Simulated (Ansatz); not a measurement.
## What a trial cell of KBa relaxes into

The calculation used DFT PBE, scalar-relativistic, plane waves, PAW in Ansatz. Cutoff 420 eV, Γ-centred k mesh, Gaussian smearing, no spin polarisation in the final step.

The start puts KBa on the CuAu (L1_0) structure type (P4/mmm, No. 123), with K in place of Cu, Ba in place of Au, at a guessed volume.

```yaml
crystal:
  lattice:
    - [3.90031, 0.00000, 0.00000]
    - [0.00000, 3.90031, 0.00000]
    - [0.00000, 0.00000, 5.11219]
  atoms:
    - { symbol: K, position: [0.50000, 0.50000, 0.50000] }
    - { symbol: Ba, position: [0.00000, 0.00000, 0.00000] }
```

Cell and atoms relax at zero pressure; the relaxation can't lower the symmetry of the start. After a coarse first stage the cell is made exact in the group found at 0.06 Å.

Formation energies are uncorrected and refer to the elements' standard structures at the same level.

Q: Which crystal results?

A: It keeps P4/mmm (No. 123). The result has the CuAu (L1_0) structure. Conventional cell: a = 4.375 Å, c = 7.127 Å. K has 4 K at 4.37 Å and 8 Ba at 4.72 Å; Ba is coordinated by 4 Ba at 4.37 Å and 8 K at 4.72 Å.

```cif
data_structure
_symmetry_space_group_name_H-M 'P4/mmm'
_symmetry_Int_Tables_number 123
_cell_length_a 4.3750
_cell_length_b 4.3750
_cell_length_c 7.1274
_cell_angle_alpha 90.000
_cell_angle_beta 90.000
_cell_angle_gamma 90.000
_cell_volume 136.42
loop_
_atom_site_label
_atom_site_type_symbol
_atom_site_symmetry_multiplicity
_atom_site_Wyckoff_symbol
_atom_site_fract_x
_atom_site_fract_y
_atom_site_fract_z
_atom_site_occupancy
K1 K 1 d 0.50000 0.50000 0.50000 1
Ba1 Ba 1 a 0.00000 0.00000 0.00000 1
```

Q: What are its volume, energy, density and gap?

A: The volume per atom is 68.21 Å³ and the density is 2.15 g/cm³. The energy over the elements is 0.11 eV/atom. The gap on the 12×12×10 mesh is 0 eV (a metal).

The final run used a 12×12×10 mesh on its 2-atom cell and 0.10 eV smearing. The k mesh leaves about 4 meV/atom of noise in metals. Symmetry constrained the relaxation, so the result can be a saddle point.

Cost: 3 runs of about 3.2 core-minutes in all, on Arm Neoverse V1 (shared hosts).